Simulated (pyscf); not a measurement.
H₂N–SiH₂–Cl + H atom (H•) -> H₂N–SiH•–Cl + hydrogen (H₂), a hydrogen abstraction (doublet surface; H–Si broken, H–H formed). Single points on ωB97X-D3(BJ)/def2-SVP structures (PySCF, gas phase). Energies in kJ/mol from the separated reactants.

GFN2-xTB: tblite. Open shells are spin-unrestricted. 

Quick GFN2-xTB single points give ΔE‡ = 35.7 kJ/mol and ΔE = +47.5 kJ/mol. What does ωB97M-D3(BJ)/def2-TZVP give, and how far is the quick result from it?

ωB97M-D3(BJ)/def2-TZVP gives ΔE‡ = 21.8 kJ/mol and ΔE = -41.4 kJ/mol. GFN2-xTB lies 13.9 kJ/mol over it in the barrier and 89.0 kJ/mol over it in the reaction energy, so on this step it does not hold to within 12.6 kJ/mol. At GFN2-xTB this geometry lies under one side, so its ΔE‡ may be no barrier of that level. ωB97M-D3(BJ)/def2-TZVP has limits of its own. This is the saddle that the search found; another between the same sides may lie lower. The angle at the transferred H is 176°.
